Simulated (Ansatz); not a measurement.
Cost and result for the atomization energy of C₄H₁₀O, SMILES `CC(C)CO` (15 atoms, 14 bonds).

```xyz
15

C    -1.2411    0.2772   -0.8657
C    -0.3991    0.0134    0.3747
C    -0.0248   -1.4575    0.4917
C     0.8326    0.9007    0.4050
O     1.6488    0.5996   -0.7110
H    -1.5446    1.3260   -0.9250
H    -0.6773    0.0399   -1.7702
H    -2.1461   -0.3350   -0.8591
H    -0.9879    0.2920    1.2584
H     0.5888   -1.7663   -0.3570
H     0.5438   -1.6520    1.4052
H    -0.9184   -2.0860    0.5114
H     0.5212    1.9550    0.3843
H     1.3802    0.7298    1.3431
H     2.4239    1.1634   -0.6855
```

The species carries charge 0 and has multiplicity 1. Geometry: relaxed with PBE0-D4/def2-TZVP. It is one conformer, not always the lowest. Program: Ansatz. All runs use 4 threads of an Intel Xeon Platinum 8375C on a shared host. Times are those of one run each, without the atoms' runs, and a repeat can differ threefold. Electronic energies, without spin–orbit coupling; frozen cores. CCSD(T)/CBS adds CCSD(T) − MP2 in def2-TZVPP to the MP2 limit, and its time is that of the two runs behind it. T1 = 0.009. B3LYP takes the VWN-RPA correlation (the form of Gaussian; ORCA's B3LYP/G).

CCSD(T)/CBS is a level of theory with its own doubt, some kJ/mol a heavy atom from the limit and from the frozen cores, so smaller differences don't rank the functionals.

```tsv
level	functions	wall time
PBE0-D4/def2-TZVPP	295	2.7 s
PBE-D4/def2-TZVPP (with forces)	295	2.9 s
r2SCAN-D4/def2-TZVPP (with forces)	295	4 s
B3LYP-D4/def2-TZVPP (with forces)	295	4.4 s
B2PLYP/def2-TZVPP	295	6.5 s
ωB97X-V/def2-TZVPP	295	11 s
ωB97M-V/def2-TZVPP (with forces)	295	12 s
MP2/def2-QZVPP	585	32 s
CCSD(T)/def2-TZVPP	295	8.5 min
CCSD(T)/CBS(def2)	–	9.1 min
```

Task: What atomization energy does each give, and how far from CCSD(T)/CBS? (Estimate.)

Result: Computed: 
| level | atomization (kcal/mol) | difference from CCSD(T)/CBS | per bond |
| --- | --- | --- | --- |
| PBE0-D4/def2-TZVPP | 1405.5 | 4.7 | 0.3 |
| PBE-D4/def2-TZVPP (with forces) | 1424.2 | 23.4 | 1.7 |
| r2SCAN-D4/def2-TZVPP (with forces) | 1401.3 | 0.5 | 0.0 |
| B3LYP-D4/def2-TZVPP (with forces) | 1399.5 | -1.3 | -0.1 |
| B2PLYP/def2-TZVPP | 1386.1 | -14.7 | -1.1 |
| ωB97X-V/def2-TZVPP | 1400.9 | 0.1 | 0.0 |
| ωB97M-V/def2-TZVPP (with forces) | 1403.2 | 2.4 | 0.2 |
| MP2/def2-QZVPP | 1402.7 | 1.9 | 0.1 |
| CCSD(T)/def2-TZVPP | 1370.4 | -30.4 | -2.2 |
| CCSD(T)/CBS(def2) | 1400.8 | 0.0 | 0.0 |

In def2-TZVPP, CCSD(T) changes the Hartree–Fock value by +327.3 kcal/mol (the triples alone add +16.6 kcal/mol) and MP2 by +341.7 kcal/mol; breaking electron pairs costs correlation energy, which Hartree–Fock lacks. The D4 term adds +9.8 kcal/mol with B3LYP and +5.2 kcal/mol with PBE0; it sums over pairs of atoms, weighted by their polarisabilities, and B3LYP, whose exchange is more repulsive, gets the larger term. From PBE to PBE0 (25 % exact exchange), in def2-TZVPP and without D4, the atomization energy moves by −17.6 kcal/mol: exact exchange takes away binding that semilocal exchange gives to molecules.
